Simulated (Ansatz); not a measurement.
One change: `CC(C)CCC(C)C` becomes `CCCCCC(C)C`.

Ansatz, PBE0-D4/def2-TZVP geometries, multiplicity 1. Each molecule was computed in one conformer, which needn't be the lowest.

```
                                        property  `CC(C)CCC(C)C`
         HOMO–LUMO gap (ωB97M-V/def2-TZVPP) / eV           13.36
  size of the dipole moment (PBE/def2-TZVPP) / D            0.18
size of the dipole moment (B3LYP/def2-TZVPP) / D            0.17
             LUMO energy (B3LYP/def2-TZVPP) / eV            0.84
              LUMO energy (PBE0/def2-TZVPP) / eV            1.17
               LUMO energy (PBE/def2-TZVPP) / eV            0.37
```

Task: What does the change do to each property? (Estimate.)

Result: The calculation gave: 
```tsv
property	`CCCCCC(C)C`	shift
HOMO–LUMO gap (ωB97M-V/def2-TZVPP) / eV	13.33	-0.03
size of the dipole moment (PBE/def2-TZVPP) / D	0.10	-0.08
size of the dipole moment (B3LYP/def2-TZVPP) / D	0.09	-0.08
LUMO energy (B3LYP/def2-TZVPP) / eV	0.78	-0.06
LUMO energy (PBE0/def2-TZVPP) / eV	1.09	-0.08
LUMO energy (PBE/def2-TZVPP) / eV	0.30	-0.07
```

Dipoles are sizes alone; their direction can turn.

B3LYP here is the variant with VWN-RPA as its local correlation; programs differ in this.
